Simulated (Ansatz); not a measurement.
# H₁₀NO₃+: geometry and frequencies

The task, for H₁₀NO₃+: geometry and frequencies. Charge +1.

Program: Ansatz 0.2.0. Level of theory: the levels named in each step. These are calculated values, not measurements.

## 1. Starting point

Bond lengths: O1–H5 0.960 Å, O1–H6 0.961 Å, O2–H7 0.960 Å, O2–H8 0.960 Å, O3–H9 0.961 Å, O3–H10 0.960 Å, N4–H11 1.018 Å, N4–H12 1.043 Å, N4–H13 1.043 Å, N4–H14 1.043 Å. Angles: H5–O1–H6 107.1°, H7–O2–H8 107.0°, H9–O3–H10 107.0°, H11–N4–H12 109.3°, H11–N4–H13 109.6°, H11–N4–H14 109.5°, H12–N4–H13 109.5°, H12–N4–H14 109.5°, H13–N4–H14 109.4°.

Coordinates:

```xyz
14

O    -1.6811    1.9412    0.3088
O     0.9809   -0.5071   -2.3605
O     0.2164   -1.7593    1.8800
N     0.5316    0.3578    0.1857
H    -2.5893    1.6369    0.2384
H    -1.7127    2.8843    0.4883
H     1.7242   -1.0463   -2.6423
H     0.4686   -0.3023   -3.1463
H     0.3748   -1.7597    2.8274
H    -0.0811   -2.6417    1.6450
H     1.3457    0.8957    0.4777
H     0.6735    0.0190   -0.7905
H     0.4051   -0.4584    0.8225
H    -0.3177    0.9623    0.2250
```

## 2. A rough first relaxation, PBE-D4/def2-SVP

input.yaml

```yaml
crystal:
  periodic: [false, false, false]
  atoms:
    - { symbol: O, position_ang: [-1.68108, 1.9412, 0.30882] }
    - { symbol: O, position_ang: [0.98092, -0.5071, -2.36054] }
    - { symbol: O, position_ang: [0.21639, -1.75931, 1.88001] }
    - { symbol: "N", position_ang: [0.53165, 0.35781, 0.18569] }
    - { symbol: H, position_ang: [-2.58931, 1.63693, 0.23843] }
    - { symbol: H, position_ang: [-1.71271, 2.88432, 0.48826] }
    - { symbol: H, position_ang: [1.72416, -1.04633, -2.64229] }
    - { symbol: H, position_ang: [0.46856, -0.30227, -3.14632] }
    - { symbol: H, position_ang: [0.37476, -1.75966, 2.82739] }
    - { symbol: H, position_ang: [-0.08114, -2.64169, 1.64499] }
    - { symbol: H, position_ang: [1.34565, 0.89574, 0.47765] }
    - { symbol: H, position_ang: [0.67352, 0.019, -0.79049] }
    - { symbol: H, position_ang: [0.40509, -0.45844, 0.82251] }
    - { symbol: H, position_ang: [-0.31767, 0.96233, 0.22496] }
total_charge: 1
basis:
  gaussian: { orbitals: def2-SVP }
hamiltonian:
  xc: pbe
  dispersion: d4
relax:
  f_tol: 0.03
  max_steps: 200
```

On the command line:

```sh
$ ansatz run input.yaml --threads 4 --pin off --max-ram 10240MiB --backend cpu --events-out ev --progress --plain --runs-dir out
```

The runs that follow: Relaxation, PBE0-D4/def2-TZVPP; Frequencies, PBE0-D4/def2-TZVPP.

**Question.** What will these runs give? Wanted: O1–H5 at PBE0-D4/def2-TZVPP; O1–H6 at PBE0-D4/def2-TZVPP; frequencies at PBE0-D4/def2-TZVPP.

As calculated:

| quantity | value |
| --- | --- |
| O1–H5 at PBE0-D4/def2-TZVPP | 0.959 Å |
| O1–H6 at PBE0-D4/def2-TZVPP | 0.959 Å |
| frequencies at PBE0-D4/def2-TZVPP | 42 to 3952 cm⁻¹ |

**Reading.** No mode is imaginary, so the geometry is a minimum.
